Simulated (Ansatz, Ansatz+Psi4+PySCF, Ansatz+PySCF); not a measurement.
```xyz
5

C     0.0000    0.0000   -0.8006
N     0.0000    0.0000   -2.0192
C     0.0000    0.0000    0.5777
H     0.0000   -0.9352    1.1210
H     0.0000    0.9352    1.1210
```

Basis set: cc-pVTZ (spherical functions). Correlated methods keep 3 orbitals frozen. Correlation on ROHF uses semicanonical orbitals with singles. Charge 0, multiplicity 2.

Computed with Ansatz (development build ahead of 0.2.0); each method stands on the lowest determinant of its kind that the runs found.

The atomization energy at this shape (free ground-state atoms in the same class of orbitals less the molecule, no zero-point energy) of doublet C₂H₂N:

```tsv
method	atomization energy
ROHF-CCSD(T)	21.38 eV
ROHF-MP2	22.09 eV
```

(1) What does UHF-MP2 give?

Results:

(1) 21.29 eV. Caution for ROHF-CCSD(T), ROHF-MP2: an unrestricted determinant lies well below. Caution for ROHF-MP2, UHF-MP2: forces differ strongly between restricted and unrestricted references. Caution for UHF-MP2: the unrestricted determinant is spin contaminated.
